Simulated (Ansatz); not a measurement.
Results of the Gaussian-basis code of Ansatz.

A structure relaxed at PBE0-D4/def2-TZVP, charge 0, multiplicity 1:

```csv
atom,x (Å),y (Å),z (Å)
O1,-1.453,0.151,-0.240
Si2,0.004,0.869,-0.478
O3,0.985,-0.260,0.249
H4,-1.462,-0.694,0.224
H5,1.925,-0.067,0.244
```

Question: Give its formula and SMILES.

Answer: H2O2Si, `O[Si]O`.

Question: Point group (tolerance 0.08 Å, 0.16 Å for H)?

Answer: Cs.

Question: Summarise the bond lengths by kind.

Answer: 2 × O–Si 1.642 to 1.663 Å; 2 × H–O 0.960 to 0.964 Å.
